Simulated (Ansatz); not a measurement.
# Thallium, hcp under PBE: how the Gaussian smearing moves the result

Aim: find which Gaussian smearing width is enough for energy and pressure. The geometry was relaxed under PBE beforehand and stays fixed; 7 values are run, from 0.01 to 1.0 eV. Wanted are the values from which on the energy stays within 10 and 1 meV/atom, and the pressure within 0.5 GPa, of the narrowest run. Within the series other settings stay, but some runs also write fields, which adds to their time. Spin polarisation is left out.

Computed with Ansatz 0.2.0 (DFT PBE, plane waves with PAW, scalar-relativistic, unless a step says otherwise).

## 1. The starting structure

It takes space group P6_3/mmc (No. 194, hexagonal). The conventional cell has a = 3.590 Å, b = 3.590 Å, c = 5.642 Å, α = 90.00°, β = 90.00°, γ = 120.00°. Around Tl (site symmetry -6m2) lie 12 Tl at 3.50 to 3.59 Å.

Structure file:

```cif
data_structure
_symmetry_space_group_name_H-M 'P 1'
_symmetry_Int_Tables_number 1
_cell_length_a 3.5903
_cell_length_b 3.5903
_cell_length_c 5.6419
_cell_angle_alpha 90.000
_cell_angle_beta 90.000
_cell_angle_gamma 120.000
_cell_volume 62.98
loop_
_atom_site_label
_atom_site_type_symbol
_atom_site_fract_x
_atom_site_fract_y
_atom_site_fract_z
_atom_site_occupancy
Tl1 Tl 0.33333 0.66667 0.25000 1
Tl2 Tl 0.66667 0.33333 0.75000 1
```

## 2. Run at 0.01 eV

The run at 0.01 eV.

Input file input.yaml:

```yaml
crystal:
  lattice:
    - [3.5902820628, 0.0, 0.0]
    - [-1.7951410314, 3.1092754731, 0.0]
    - [0.0, 0.0, 5.6419406004]
  atoms:
    - { symbol: Tl, position: [0.3333333333, 0.6666666667, 0.25] }
    - { symbol: Tl, position: [0.6666666667, 0.3333333333, 0.75] }
hamiltonian:
  xc: pbe
  pseudopotentials:
    kind: paw
    azcp:
      Tl: "pseudopotentials/Tl.paw.azcp"
basis:
  ecutwfc: 420
  fft_grid_basis: typed
kpoints:
  mp_grid: { grid: [10, 10, 6], shift: [0, 0, 0] }
magnetization:
  spin_polarized: false
scf:
  occupations: { method: gaussian, width: 0.01 }
  lower_state_search: "off"
output:
  stress: true
```

Command:

```console
$ ansatz run input.yaml --threads 1 --pin off --max-ram 3584MiB --backend cpu --events-out ev --progress --plain --runs-dir out
```

## 3. Run at 0.03 eV

The run at 0.03 eV.

Changes to input.yaml since step 2:

```diff
@@ -22,3 +22,3 @@
 scf:
-  occupations: { method: gaussian, width: 0.01 }
+  occupations: { method: gaussian, width: 0.03 }
   lower_state_search: "off"
```

## 4. Run at 0.1 eV

The run at 0.1 eV.

Changes to input.yaml since step 3:

```diff
@@ -22,3 +22,3 @@
 scf:
-  occupations: { method: gaussian, width: 0.03 }
+  occupations: { method: gaussian, width: 0.1 }
   lower_state_search: "off"
```

## 5. Run at 0.2 eV

The run at 0.2 eV.

Changes to input.yaml since step 4:

```diff
@@ -22,3 +22,3 @@
 scf:
-  occupations: { method: gaussian, width: 0.1 }
+  occupations: { method: gaussian, width: 0.2 }
   lower_state_search: "off"
@@ -26 +26,5 @@
   stress: true
+  write_density: true
+  write_potential: true
+  elf: true
+  volumetric_format: npy
```

## 6. Run at 0.3 eV

The run at 0.3 eV.

Changes to input.yaml since step 5:

```diff
@@ -22,3 +22,3 @@
 scf:
-  occupations: { method: gaussian, width: 0.2 }
+  occupations: { method: gaussian, width: 0.3 }
   lower_state_search: "off"
@@ -26,5 +26 @@
   stress: true
-  write_density: true
-  write_potential: true
-  elf: true
-  volumetric_format: npy
```

## 7. Run at 0.6 eV

The run at 0.6 eV.

Changes to input.yaml since step 6:

```diff
@@ -22,3 +22,3 @@
 scf:
-  occupations: { method: gaussian, width: 0.3 }
+  occupations: { method: gaussian, width: 0.6 }
   lower_state_search: "off"
```

## 8. Run at 1.0 eV

The run at 1.0 eV.

Changes to input.yaml since step 7:

```diff
@@ -22,3 +22,3 @@
 scf:
-  occupations: { method: gaussian, width: 0.6 }
+  occupations: { method: gaussian, width: 1.0 }
   lower_state_search: "off"
```

(Steps that only read results are left out.)

Q: Predict the outcome of this session.

As calculated:

| quantity | value |
| --- | --- |
| E(σ → 0) stays within 10 meV/atom of 0.01 eV | up to 1.0 eV |
| E(σ → 0) stays within 1 meV/atom | up to 0.1 eV |
| pressure stays within 0.5 GPa | up to 0.6 eV |
| pressure at 0.01 eV | 0.00 GPa |
| energy of a separate run on a finer mesh (17×17×9) | +0.2 meV/atom from 0.01 eV |

At 1.0 eV the energy differs by +2.4 meV/atom and the pressure by +0.7 GPa. The free energy F moves by -129.5 meV/atom over the range, and the estimate for σ → 0 by +2.4. In theory F falls as the square of the width under this scheme, but here the ratio is not steady: the mesh at narrow widths, or a density of states that varies over the wide ones, can both cause that. The mesh (10×10×6) is fixed, so the narrowest widths carry a k-point error of their own. A run on a finer mesh agrees with the yardstick to 1 meV/atom. The cell taken over is 12 % larger than the measured one (28.04 Å³/atom, COD), which weighs on all values here.
